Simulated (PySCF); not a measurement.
Compound: PH3.
InChI=1S/H3P/h1H3

Computed with PBE0-D3(BJ)/def2-SVP geometry optimisation, gas phase in PySCF.

Take the most abundant isotopes and a rigid rotor. 

Task: Give the principal moments of inertia and the rotational constants in cm⁻¹.

Result: Ia = 3.84, Ib = 3.84, Ic = 4.33 u·Å²; 505379 MHz·u·Å²/I gives 131470, 131450 and 116795 MHz, that is A = 4.38538, B = 4.38469, C = 3.89587 cm⁻¹.

Task: Classify the top.

Result: An oblate symmetric top, as the point group C3v requires two equal moments; the computed ones differ by 0.02 % because the geometry is symmetric only within the optimiser's tolerance. Ray's parameter κ = (2B − A − C)/(A − C) = 0.997; −1 is the prolate and +1 the oblate limit.

Task: What does the inertial defect say?

Result: Not planar: Δ = Ic − Ia − Ib = -3.36 u·Å². For a rigid frame Δ = −2 Σ m c², so Σ m c² = 1.68 u·Å² lies off the ab plane: 1.53 from hydrogen and 0.15 from heavier atoms. The atom farthest from that plane is 0.71 Å away.

Task: Where do the R-branch lines fall?

Result: The dipole of 0.91 D lies along the symmetry axis, so ΔK = 0 and J+1 ← J falls at 2B(J+1) for every K: 262.92 GHz, 525.84 GHz, 788.76 GHz, 1051.68 GHz, 1314.60 GHz for J = 0 to 4.

Task: Estimate the classical rotational partition function at 50 K, 298.15 K and 500 K.

Result: Point group C3v, symmetry number σ = 3; q = (√π/σ)·√((kT/h)³/(ABC)), k/h = 20836.6 MHz/K: 14.0 at 50 K, 204 at 298.15 K, 442 at 500 K.

Not checked by PBE0-D3(BJ)/def2-SVP frequencies. Constants of a rigid frame at the computed geometry: no zero-point averaging, no centrifugal distortion.
